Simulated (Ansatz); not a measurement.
```xyz
6

B     0.039   -0.217   -0.722
C    -0.190    0.051    0.774
O     0.560    1.010    0.866
H     0.965   -0.897   -1.043
H    -0.617    0.385   -1.515
H    -0.758   -0.332    1.640
```

Charge 0, multiplicity 1.

List the ωB97M-V/def2-TZVPP orbital energies in eV (the Gaussian-basis code of Ansatz). (Estimate.)

The calculation gave: Occupied: -527.10, -284.03, -188.34, -32.92, -20.42, -18.12, -15.71, -14.75, -13.98, -12.04, -10.14. Lowest empty: 0.65, 0.87, 2.87, 3.33, 3.73, 4.12, 5.60, 5.76.
